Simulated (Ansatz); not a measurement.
# Scan of the Si2–H5 bond length

SiNH5 (SMILES N[SiH3]), closed shell, at its PBE0-D4/def2-TZVP minimum:

N1  (-0.098, -1.071, -0.021)
Si2  (0.128, 0.633, -0.095)
H3  (-1.018, -1.458, -0.157)
H4  (0.419, -1.613, 0.653)
H5  (-0.528, 1.126, -1.333)
H6  (-0.431, 1.417, 1.047)
H7  (1.589, 0.898, -0.139)
(Å)

The bond length Si2–H5 (1.486 Å at the minimum) is set to the values below, the two halves moving rigidly along the bond. Each method's energies count from its own value at the PBE0-D4 minimum structure. Ansatz 0.2.0; basis: def2-TZVPP; cores frozen in the correlated methods. B3LYP uses VWN-RPA correlation.

| bond length (Å) | CCSD(T) (kcal/mol) | HF (kcal/mol) | r2SCAN-D4 (kcal/mol) | wB97M-V (kcal/mol) |
| --- | --- | --- | --- | --- |
| 1.278 | 11.70 | 11.57 | 11.94 | 11.28 |
| 1.322 | 6.66 | 6.50 | 6.87 | 6.35 |
| 1.386 | 2.12 | 1.98 | 2.27 | 1.95 |
| 1.460 | 0.08 | 0.03 | 0.12 | 0.04 |
| 1.543 | 0.76 | 0.91 | 0.66 | 0.84 |
| 1.633 | 3.96 | 4.44 | 3.68 | 4.16 |
| 1.728 | 9.16 | 10.12 | 8.67 | 9.48 |
| 1.827 | 15.77 | 17.36 | 15.06 | 16.26 |
| 1.931 | 23.40 | 25.82 | 22.52 | 24.11 |

Minimum and curvature along this coordinate at CCSD(T): A fifth-order fit through the nearest points gives 1.480 Å, with a curvature of about 18 eV/Å².

Treat the two halves as rigid bodies and work out the harmonic wavenumber of this stretch from that curvature (ν̃ = 521.5 √(k/μ) cm⁻¹ with k in eV/Å² and μ in u).

The halves weigh 46.12 and 1.01 u, so μ = 46.12 × 1.01/47.13 = 0.988 u and ν̃ = 521.5 √(18/0.988) ≈ 2200 cm⁻¹. A true normal mode mixes in other motions, so this is a guide only.

Largest difference from the CCSD(T) curve over the scan: PBE-D4 3.24; PBE0-D4 1.02; B3LYP-D4 1.22; MP2 1.69 kcal/mol. Each curve counts from its own value at the minimum.

T1 diagnostic: at most 0.012.

For scale, one of the runs: CCSD(T)/def2-TZVPP, 143 basis functions (an equivalent command: `ansatz run in.yaml --threads 2`). Hardware: 2 CPU threads, shared host. Wall time 8 s; peak host memory 0.8 GiB.
